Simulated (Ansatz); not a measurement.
Compare A (`C=C1CC1C`) with its isomer B (`C=C=CCC`).

Program: Ansatz. Geometries: PBE0-D4/def2-TZVP. ΔE: electronic, gas phase. CCSD(T)/CBS is the MP2 limit (def2-TZVPP, def2-QZVPP) plus CCSD(T) − MP2 in def2-TZVPP, frozen cores. DFT in def2-TZVPP. B3LYP here is the variant with VWN-RPA as its local correlation; programs differ in this. Each species was taken in one conformer, which may not be the lowest.

**Question.** Which isomer does CCSD(T)/CBS put lower? Give the gap. (Best estimate.)

**Answer.** The calculation gave: B, by 21.9 kJ/mol.

**Question.** Give E(B) − E(A) in kJ/mol with B3LYP, MP2/def2-TZVPP, ωB97M-V, r2SCAN-D4, CCSD(T)/def2-TZVPP, B2PLYP, CCSD/def2-TZVPP. (Best estimate.)

**Answer.** Ansatz gave: B3LYP -31.7, MP2/def2-TZVPP -12.0, ωB97M-V -17.8, r2SCAN-D4 -18.3, CCSD(T)/def2-TZVPP -21.9, B2PLYP -26.5, CCSD/def2-TZVPP -21.2. None reverses the order clearly.

Largest T1 diagnostic: 0.011.

In def2-TZVPP, CCSD(T) changes the Hartree–Fock value by +9.5 kJ/mol (the triples alone add −0.6 kJ/mol) and MP2 by +19.3 kJ/mol. From PBE to PBE0 (25 % exact exchange), in def2-TZVPP and without D4, E(B) − E(A) moves by +7.1 kJ/mol.
